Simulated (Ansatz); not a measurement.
# BO+ (triplet): the correlation ladder, cc-pVTZ

How much of the correlation energy of BO+ (triplet) does each wave-function method recover here?

Computed with Ansatz 0.2.0, Gaussian basis. Level: cc-pVTZ, core rule «outside noble gas», up to 2 orbitals frozen.

Plan: UHF; CCSD(T) on ROHF; CCSD(T) on UHF; BCCD(T) on ROHF; CISD; CCSDT(Q) on ROHF; CCSDT(Q) on UHF; CASSCF and MRCISD+Q, 8 electrons in 8 orbitals; CASSCF and NEVPT2, 8 electrons in 8 orbitals.

16 further runs of the same task are left out: 2 for a known fault of the program, 4 that didn't finish, 10 set aside as unsound or not needed.

### Step 1. What is computed

The geometry is a PBE0/def2-TZVP stationary point (not a proven minimum) of the parent state, kept for this charge and spin.

2 atoms, charge 1, spin multiplicity 3.

Atoms are counted from 1 here; the program's logs count them from 0.

Bond lengths: B1–O2 1.403 Å.

### Step 2. UHF

File in.yaml:

```yaml
crystal:
  periodic: [false, false, false]
  atoms:
    - {symbol: B, position_ang: [0.000000, 0.000000, 0.000000]}
    - {symbol: O, position_ang: [0.000000, 0.000000, 1.403204]}
basis:
  gaussian: {orbitals: cc-pVTZ}
total_charge: 1
magnetization: {spin_polarized: true, initial_magnetization: 2}
hamiltonian: {xc: hf}
output: {orbitals: {seedname: orbitals}}
```

Launch:

```
$ ansatz run in.yaml --threads 1 --pin off --events-out ev --progress --plain --max-ram 2393MiB
```

The runs that follow: CCSD(T) on ROHF; CCSD(T) on UHF; BCCD(T) on ROHF; CISD; CCSDT(Q) on ROHF; CCSDT(Q) on UHF; CASSCF and MRCISD+Q, 8 electrons in 8 orbitals; CASSCF and NEVPT2, 8 electrons in 8 orbitals.

**Question.** What will the summary of the whole plan be? Wanted: UCCSDT(Q) below the RHF energy; RMP2 from UCCSDT(Q); UMP2 from UCCSDT(Q); RCCSD from UCCSDT(Q); RCCSD(T) from UCCSDT(Q); UCCSD(T) from UCCSDT(Q); RCCSDT(Q) from UCCSDT(Q); NEVPT2 valence from UCCSDT(Q); MRCISD+Q valence from UCCSDT(Q).

As calculated:

| quantity | value |
| --- | --- |
| UCCSDT(Q) below the RHF energy | -6.9438 eV |
| RMP2 from UCCSDT(Q) | +70.7 kJ/mol |
| UMP2 from UCCSDT(Q) | +72.3 kJ/mol |
| RCCSD from UCCSDT(Q) | +31.4 kJ/mol |
| RCCSD(T) from UCCSDT(Q) | +4.5 kJ/mol |
| UCCSD(T) from UCCSDT(Q) | +4.4 kJ/mol |
| RCCSDT(Q) from UCCSDT(Q) | +0.8 kJ/mol |
| NEVPT2 valence from UCCSDT(Q) | +71.9 kJ/mol |
| MRCISD+Q valence from UCCSDT(Q) | +5.4 kJ/mol |
| levels within 1 kcal/mol (43 meV) | RCCSDT, UCCSDT, RCCSDT(Q) |
| T1 diagnostic | 0.030 |
| effectively unpaired electrons | 2.02 |

In words: RCCSD(T) misses by +4.5 kJ/mol, 0.7 % of the correlation energy. One determinant dominates. Of the multireference levels listed MRCISD+Q valence comes nearest in total energy (+5.4 kJ/mol), which doesn't show that its space is the better one. These misses are within one basis, not against nature; the frozen cores of restricted and unrestricted runs differ, which can shift their rows.
